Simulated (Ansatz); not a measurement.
**bcc K: properties by level of theory**

Reference values: lattice constant a 5.212 Å (measured, low-temperature or extrapolated to 0 K; zero-point anharmonic expansion removed; as tabulated in Csonka et al. (2009), arXiv:0903.4037); bulk modulus 3.75 GPa (measured, corrected for temperature and zero-point phonon effects; as tabulated in Levämäki et al. (2014), arXiv:1402.3671); cohesive energy 0.94 ± 0.008 eV/atom (measured, from 0 K enthalpies of formation; zero-point vibration energy (9/8 kB θD) added; as tabulated in Csonka et al. (2009), arXiv:0903.4037).

| level (code) | equilibrium lattice constant a (Å) | bulk modulus B0 (GPa) | cohesive energy (eV/atom) |
|---|---|---|---|
| BLYP (Ansatz) | ___ | 3.16 | 0.54 |
| PBE (Ansatz) | 5.284 | 3.58 | ___ |
| PBE-D3(BJ) (Ansatz) | ___ | ___ | ___ |

Q: Some entries are withheld; supply them.

A: 
- BLYP (Ansatz, an electronic-structure program), equilibrium lattice constant a (Å): 5.328
- PBE (Ansatz), cohesive energy (eV/atom): 0.87
- PBE-D3(BJ) (Ansatz), equilibrium lattice constant a (Å): 5.163
- PBE-D3(BJ) (Ansatz), bulk modulus B0 (GPa): 4.15
- PBE-D3(BJ) (Ansatz), cohesive energy (eV/atom): 0.99

Differences from the reference values (errors of the level alone only where the reference is corrected to a static lattice):

```tsv
level	lattice constant a (%)	bulk modulus (%)	cohesive energy (eV/atom)
BLYP	+2.23	-15.7	-0.40
PBE	+1.38	-4.5	-0.07
PBE-D3(BJ)	-0.94	+10.7	+0.05
```

Nearest: lattice constant a, PBE-D3(BJ); bulk modulus, PBE; cohesive energy, PBE-D3(BJ) or PBE.

Ansatz's density-functional and Hartree–Fock values are scalar-relativistic unless marked +SOC, with PAW data made under PBE.

Differences are worked out from the printed values.

Free atoms are spin-polarised, in the lowest state found; at levels without +SOC their spin–orbit coupling is left out.
